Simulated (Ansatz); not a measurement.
Basis-set extrapolation for `C=C(O)OCF` (PBE0-D4/def2-TZVP geometry, frozen core, the Gaussian-basis code of Ansatz). Multiplicity 1, RHF reference.

```tsv
	def2-TZVPP	def2-QZVPP
HF	-365.802800	-365.819451
MP2 correlation	-1.205426	-1.299933
CCSD(T) correlation	-1.277392	not run
```

Energies in hartree. Use E(X) = E(∞) + A·exp(−7.88·√X) for Hartree–Fock and E(X) = E(∞) + B·X^(−2.97) for correlation, with X = 3 and 4, and add CCSD(T) minus MP2 of the smaller set to the MP2 limit.

Question: What is the CCSD(T) energy at the basis-set limit?

Answer: HF limit: -365.819451 + (-0.016651) × 0.13774 = -365.82174. MP2 limit: -1.299933 + (-0.094507) × 0.74074 = -1.36994. Higher-order term: -1.277392 − (-1.205426) = -0.07197. Total: -367.26365 hartree, 481.7 kJ/mol below CCSD(T)/def2-TZVPP.
